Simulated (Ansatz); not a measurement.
**Property card for CrB2**

Computed with DFT r2SCAN, scalar-relativistic, plane waves, PAW (Ansatz).

Plane waves to 500 eV, a k mesh through Γ of 18×18×14 on the computed 3-atom cell and Gaussian smearing (0.10 eV); collinear spin from starting moments 2.18 0 0 μB.

The structure is relaxed at this level of theory with its symmetry kept. Whether it is the stable form of this composition wasn't checked.

```yaml
crystal:
  lattice:
    - [2.98023, 0.00000, 0.00000]
    - [-1.49012, 2.58096, 0.00000]
    - [0.00000, 0.00000, 3.05485]
  atoms:
    - { symbol: Cr, position: [0.00000, 0.00000, 0.00000] }
    - { symbol: B, position: [0.33333, 0.66667, 0.50000] }
    - { symbol: B, position: [0.66667, 0.33333, 0.50000] }
```

* Space group: P6/mmm (No. 191)
* Volume per atom: 7.83 Å³
* Formation energy from the elements' standard states (uncorrected): -0.342 eV/atom
* Generalised Kohn–Sham band gap: none (metal)
* Density of states at the Fermi level: 0.96 states/eV per cell
* Löwdin character within 0.5 eV of the Fermi level: Cr 3d 82 %, B 2p 16 %
* Bulk modulus: 235 GPa
* Its pressure derivative: 4.0
* Bader charges (e): Cr (1 in the cell) 1.14, B (2 in the cell) -0.57
* Total moment: 2.00 μB per cell
* Site moments (μB; atoms counted from 1 over the whole cell): Cr (atom 1) 1.98, B (atom 2) -0.04, B (atom 3) -0.04

The state reached may not be the lowest one.

Only this magnetic start was tried.

Cost: 9 runs of about 42 core-minutes in all, on Intel Xeon Processor @ 2.50GHz (Skylake/Cascade Lake) (shared hosts).